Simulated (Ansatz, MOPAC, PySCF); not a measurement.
Gas-phase reaction in SMILES: F[CH] (CHF) + 2 [H][H] (H2) → C (CH4) + F (HF)

Wanted: energy of full hydrogenation (enthalpy at 298 K), in kcal/mol. Set-up: no spin-orbit coupling; LANL2DZ all-electron up to Ne; non-relativistic; six Cartesian d functions in 6-31G* and its kin unless marked 5d; dispersion terms only where a functional's name holds one. Ab initio and DFT rows: single points at B3LYP-D3(BJ) geometries (Ansatz, a first-principles code), with unscaled harmonic terms from B3LYP/6-31G* (Ansatz) at its own minima. Semi-empirical rows: MOPAC heats of formation at their own minima for 298 K. The Hartree-Fock reference of [CH]F (CHF) is unstable towards a lower, spin-broken solution.

| level | program | energy of full hydrogenation (enthalpy at 298 K) (kcal/mol) |
|---|---|---|
| MNDO | MOPAC | -94.7 |
| HF/6-31G* | Ansatz | -107.9 |
| PBE/STO-3G | Ansatz | -87.9 |
| PBE/LANL2DZ | Ansatz | -126.6 |
| BP86/def2-SVP | PySCF | -111.5 |
| BP86/6-31G* (5d) | PySCF | -105.2 |
| B3LYP/STO-3G | Ansatz | -89.4 |
| B3LYP/LANL2DZ | Ansatz | -123.9 |
| B3LYP/6-31G* | Ansatz | -106.2 |
| B3PW91/6-31G* (5d) | PySCF | -111.4 |
| r2SCAN-D4/def2-TZVPD | Ansatz + dftd4 | -119.9 |
| M06-2X/def2-TZVPD | PySCF | -116.2 |

No value to compare with is used here. The 10 habitual levels span -126.6 (PBE/LANL2DZ) to -87.9 kcal/mol (PBE/STO-3G); r2SCAN-D4/def2-TZVPD gives -119.9.

The levels are drawn from those run, B3LYP/6-31G* more often than the rest, none by its result; left out are runs that failed, that the program found above a lower state of the same kind, or whose <S^2> lies over 0.5 above the pure value.
